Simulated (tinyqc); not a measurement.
UHF in the sto-6g basis, for H2F+, spin multiplicity 1, step by step. One step of it, computed by the program tinyqc.

Task: Iteration 2: diagonalisation and new density. Diagonalise F' = X^T F X, C = X C', fill 5 alpha and 5 beta electrons from the bottom; D(s) = C_occ C_occ^T; the new density keeps 0.5 of the old one (damping). Each column has its largest component positive (the first on a tie).

F(alpha) (hartree), order 1F 1s, 1F 2s, 1F 2px, 1F 2py, 1F 2pz, 2H 1s, 3H 1s:
```
[[-26.820587, -6.509689, 0.000000, 0.000000, -0.023716, -0.988777, -0.988777],
 [-6.509689, -3.373840, 0.000000, 0.000000, -0.109772, -1.045170, -1.045170],
 [0.000000, 0.000000, -0.887512, 0.093842, 0.000000, -0.054183, 0.054183],
 [0.000000, 0.000000, 0.093842, -0.965080, 0.000000, -0.458217, 0.458217],
 [-0.023716, -0.109772, 0.000000, 0.000000, -0.970974, -0.372246, -0.372246],
 [-0.988777, -1.045170, -0.054183, -0.458217, -0.372246, -0.752995, -0.331405],
 [-0.988777, -1.045170, 0.054183, 0.458217, -0.372246, -0.331405, -0.752995]]
```

F(beta) (hartree), order 1F 1s, 1F 2s, 1F 2px, 1F 2py, 1F 2pz, 2H 1s, 3H 1s:
```
[[-26.820587, -6.509689, 0.000000, 0.000000, -0.023716, -0.988777, -0.988777],
 [-6.509689, -3.373840, 0.000000, 0.000000, -0.109772, -1.045170, -1.045170],
 [0.000000, 0.000000, -0.887512, -0.093842, 0.000000, 0.054183, -0.054183],
 [0.000000, 0.000000, -0.093842, -0.965080, 0.000000, -0.458217, 0.458217],
 [-0.023716, -0.109772, 0.000000, 0.000000, -0.970974, -0.372246, -0.372246],
 [-0.988777, -1.045170, 0.054183, -0.458217, -0.372246, -0.752995, -0.331405],
 [-0.988777, -1.045170, -0.054183, 0.458217, -0.372246, -0.331405, -0.752995]]
```

X, order 1F 1s, 1F 2s, 1F 2px, 1F 2py, 1F 2pz, 2H 1s, 3H 1s:
```
[[1.022342, -0.130867, 0.000000, 0.000000, -0.005010, 0.015412, 0.015412],
 [-0.130867, 1.127008, 0.000000, 0.000000, 0.050623, -0.191501, -0.191501],
 [0.000000, 0.000000, 1.000000, 0.000000, 0.000000, 0.000000, 0.000000],
 [0.000000, 0.000000, 0.000000, 1.053821, 0.000000, -0.148662, 0.148662],
 [-0.005010, 0.050623, 0.000000, 0.000000, 1.024201, -0.091885, -0.091885],
 [0.015412, -0.191501, 0.000000, -0.148662, -0.091885, 1.099643, -0.069914],
 [0.015412, -0.191501, 0.000000, 0.148662, -0.091885, -0.069914, 1.099643]]
```

D(alpha) after iteration 1, order 1F 1s, 1F 2s, 1F 2px, 1F 2py, 1F 2pz, 2H 1s, 3H 1s:
```
[[1.044390, -0.187955, 0.000000, 0.000000, 0.033245, -0.039669, -0.039669],
 [-0.187955, 0.820692, 0.000000, 0.000000, -0.152139, 0.114267, 0.114267],
 [0.000000, 0.000000, 0.901930, -0.175669, 0.000000, 0.229461, -0.229461],
 [0.000000, 0.000000, -0.175669, 0.773411, 0.000000, 0.138030, -0.138030],
 [0.033245, -0.152139, 0.000000, 0.000000, 0.893472, 0.102963, 0.102963],
 [-0.039669, 0.114267, 0.229461, 0.138030, 0.102963, 0.162627, -0.076341],
 [-0.039669, 0.114267, -0.229461, -0.138030, 0.102963, -0.076341, 0.162627]]
```

D(beta) after iteration 1, order 1F 1s, 1F 2s, 1F 2px, 1F 2py, 1F 2pz, 2H 1s, 3H 1s:
```
[[1.044390, -0.187955, 0.000000, 0.000000, 0.033245, -0.039669, -0.039669],
 [-0.187955, 0.820692, 0.000000, 0.000000, -0.152139, 0.114267, 0.114267],
 [0.000000, 0.000000, 0.901930, 0.175669, 0.000000, -0.229461, 0.229461],
 [0.000000, 0.000000, 0.175669, 0.773411, 0.000000, 0.138030, -0.138030],
 [0.033245, -0.152139, 0.000000, 0.000000, 0.893472, 0.102963, 0.102963],
 [-0.039669, 0.114267, -0.229461, 0.138030, 0.102963, 0.162627, -0.076341],
 [-0.039669, 0.114267, 0.229461, -0.138030, 0.102963, -0.076341, 0.162627]]
```

overlap S, order 1F 1s, 1F 2s, 1F 2px, 1F 2py, 1F 2pz, 2H 1s, 3H 1s:
```
[[1.000000, 0.232479, 0.000000, 0.000000, 0.000000, 0.035116, 0.035116],
 [0.232479, 1.000000, 0.000000, 0.000000, 0.000000, 0.353070, 0.353070],
 [0.000000, 0.000000, 1.000000, 0.000000, 0.000000, 0.000000, 0.000000],
 [0.000000, 0.000000, 0.000000, 1.000000, 0.000000, 0.234077, -0.234077],
 [0.000000, 0.000000, 0.000000, 0.000000, 1.000000, 0.172449, 0.172449],
 [0.035116, 0.353070, 0.000000, 0.234077, 0.172449, 1.000000, 0.182232],
 [0.035116, 0.353070, 0.000000, -0.234077, 0.172449, 0.182232, 1.000000]]
```

Give: F' = X^T F X; orbital energies; coefficients C; F' = X^T F X; orbital energies; coefficients C; D(alpha) after iteration 2; D(beta) after iteration 2.

Result:

F' = X^T F X (alpha) (hartree):
```
[[-26.403, -3.218, 0.000, 0.000, -0.036, -0.128, -0.128],
 [-3.218, -2.101, 0.000, 0.000, 0.018, -0.446, -0.446],
 [0.000, 0.000, -0.888, 0.115, 0.000, -0.077, 0.077],
 [0.000, 0.000, 0.115, -0.803, 0.000, -0.361, 0.361],
 [-0.036, 0.018, 0.000, 0.000, -0.896, -0.243, -0.243],
 [-0.128, -0.446, -0.077, -0.361, -0.243, -0.378, -0.077],
 [-0.128, -0.446, 0.077, 0.361, -0.243, -0.077, -0.378]]
```

orbital energies (alpha) (hartree): [-26.824, -1.940, -1.128, -1.015, -0.906, -0.075, 0.042]

coefficients C (alpha), order 1F 1s, 1F 2s, 1F 2px, 1F 2py, 1F 2pz, 2H 1s, 3H 1s:
```
[[0.997, -0.235, 0.000, 0.061, 0.000, 0.099, 0.000],
 [0.013, 0.933, 0.000, -0.310, 0.000, -0.629, 0.000],
 [0.000, 0.000, -0.179, 0.000, 0.970, 0.000, -0.163],
 [0.000, 0.000, 0.789, 0.000, 0.023, 0.000, -0.730],
 [0.002, 0.108, 0.000, 0.892, 0.000, -0.510, 0.000],
 [-0.002, 0.102, 0.287, 0.182, 0.182, 0.729, 0.769],
 [-0.002, 0.102, -0.287, 0.182, -0.182, 0.729, -0.769]]
```

F' = X^T F X (beta) (hartree):
```
[[-26.403, -3.218, 0.000, 0.000, -0.036, -0.128, -0.128],
 [-3.218, -2.101, 0.000, 0.000, 0.018, -0.446, -0.446],
 [0.000, 0.000, -0.888, -0.115, 0.000, 0.077, -0.077],
 [0.000, 0.000, -0.115, -0.803, 0.000, -0.361, 0.361],
 [-0.036, 0.018, 0.000, 0.000, -0.896, -0.243, -0.243],
 [-0.128, -0.446, 0.077, -0.361, -0.243, -0.378, -0.077],
 [-0.128, -0.446, -0.077, 0.361, -0.243, -0.077, -0.378]]
```

orbital energies (beta) (hartree): [-26.824, -1.940, -1.128, -1.015, -0.906, -0.075, 0.042]

coefficients C (beta), order 1F 1s, 1F 2s, 1F 2px, 1F 2py, 1F 2pz, 2H 1s, 3H 1s:
```
[[0.997, -0.235, 0.000, 0.061, 0.000, 0.099, 0.000],
 [0.013, 0.933, 0.000, -0.310, 0.000, -0.629, 0.000],
 [0.000, 0.000, 0.179, 0.000, 0.970, 0.000, 0.163],
 [0.000, 0.000, 0.789, 0.000, -0.023, 0.000, -0.730],
 [0.002, 0.108, 0.000, 0.892, 0.000, -0.510, 0.000],
 [-0.002, 0.102, 0.287, 0.182, -0.182, 0.729, 0.769],
 [-0.002, 0.102, -0.287, 0.182, 0.182, 0.729, -0.769]]
```

D(alpha) after iteration 2, order 1F 1s, 1F 2s, 1F 2px, 1F 2py, 1F 2pz, 2H 1s, 3H 1s:
```
[[1.049, -0.206, 0.000, 0.000, 0.032, -0.027, -0.027],
 [-0.206, 0.894, 0.000, 0.000, -0.164, 0.077, 0.077],
 [0.000, 0.000, 0.938, -0.147, 0.000, 0.177, -0.177],
 [0.000, 0.000, -0.147, 0.698, 0.000, 0.184, -0.184],
 [0.032, -0.164, 0.000, 0.000, 0.851, 0.138, 0.138],
 [-0.027, 0.077, 0.177, 0.184, 0.138, 0.161, -0.074],
 [-0.027, 0.077, -0.177, -0.184, 0.138, -0.074, 0.161]]
```

D(beta) after iteration 2, order 1F 1s, 1F 2s, 1F 2px, 1F 2py, 1F 2pz, 2H 1s, 3H 1s:
```
[[1.049, -0.206, 0.000, 0.000, 0.032, -0.027, -0.027],
 [-0.206, 0.894, 0.000, 0.000, -0.164, 0.077, 0.077],
 [0.000, 0.000, 0.938, 0.147, 0.000, -0.177, 0.177],
 [0.000, 0.000, 0.147, 0.698, 0.000, 0.184, -0.184],
 [0.032, -0.164, 0.000, 0.000, 0.851, 0.138, 0.138],
 [-0.027, 0.077, -0.177, 0.184, 0.138, 0.161, -0.074],
 [-0.027, 0.077, 0.177, -0.184, 0.138, -0.074, 0.161]]
```
